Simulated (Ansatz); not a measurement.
# Energy profile

The step: BH₂F ([BH2][F]) + NH₃ → BNH₄ ([BH2][NH2]) + HF; bonds formed: F2–H5; dative contacts that become bonds: B1–N6; bonds broken: B1–F2, H5–N6 (atoms numbered as in the saddle structure below).

B1  (-0.230, -0.707, 0.045)
F2  (0.753, -0.370, -1.415)
H3  (-1.294, -1.004, -0.406)
H4  (0.434, -1.499, 0.643)
H5  (0.635, 0.509, -0.806)
N6  (-0.029, 0.743, 0.399)
H7  (-0.825, 1.362, 0.351)
H8  (0.557, 0.966, 1.189)
(Å)

Electronic energies by CCSD(T) at an estimated basis limit (MP2 extrapolated from triple and quadruple zeta, plus CCSD(T) − MP2 in triple zeta), on PBE0-D4/def2-TZVP structures; BNH5F, singlet; no counterpoise correction. Program: Ansatz 0.2.0. Basis: def2-TZVPP and def2-QZVPP. Cores are frozen in the correlated methods. Extrapolation: Hartree–Fock as exp(−7.88 √X), correlation as X^−2.97.

**Question.** Give the profile in kJ/mol, counted from the separated reactants. (An estimate is asked for; the value comes from the calculation.)

**Answer.** The calculation gives:
| point | kJ/mol |
| --- | --- |
| separated: BH2F (linked as [BH2][F]; B1, F2, H3, H4; singlet) + NH3 (H5, N6, H7, H8; singlet) | 0.0 |
| start structure | -92.5 |
| saddle | 46.8 |
| end structure | -23.3 |
| separated: BNH4 (linked as [BH2][NH2]; B1, H3, H4, N6, H7, H8; singlet) + HF (F2, H5; singlet) | -4.0 |

T1 diagnostic: at most 0.014.

The step is the kind of exchange with an N–H group that builds nitride films in atomic layer and chemical vapour deposition.

For scale, one of the runs: CCSD(T)/def2-TZVPP, 163 basis functions (an equivalent command: `ansatz run in.yaml --threads 2`). The run took 15 s on 2 CPU threads (shared host), with 1.5 GiB of host memory at its peak.
